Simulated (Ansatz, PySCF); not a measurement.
This Ansatz (a quantum-chemistry and plane-wave program) input computes a CCSD(T)/cc-pVDZ energy:

Ansatz 0.2 input:
```yaml
crystal:
  periodic: [false, false, false]
  atoms:
    - {symbol: O, position_ang: [-0.00000000, -0.00000000, -0.71416636]}
    - {symbol: F, position_ang: [0.00000000, 0.00000000, 0.63481454]}
basis:
  gaussian:
    orbitals: cc-pVDZ
magnetization: {spin_polarized: true, initial_magnetization: 1}
correlation: {method: ccsd_t, electrons: outside_noble_gas}
```

Write an input for the same energy in PySCF and say what it gives.


```python
from pyscf import gto, scf, mp, cc as ccmod

mol = gto.M(
    atom='''
    O    -0.00000000   -0.00000000   -0.71416636
    F     0.00000000    0.00000000    0.63481454
    ''',
    basis='cc-pvdz',
    charge=0,
    spin=1,
    symmetry='C2v',
    verbose=4,
)

mf = scf.UHF(mol)
mf.conv_tol = 1e-10
mf.max_cycle = 100
mf.kernel()
mp2 = mp.MP2(mf, frozen=2).run()
cc = ccmod.CCSD(mf, frozen=2)
cc.max_cycle = 100
cc.kernel()
et = cc.ccsd_t()
print(f'E(CCSD(T)) = {cc.e_tot + et:.9f}')
```
It gives -174.49789 Eh, and Ansatz -174.49789 Eh, a difference of 0.00 mEh.
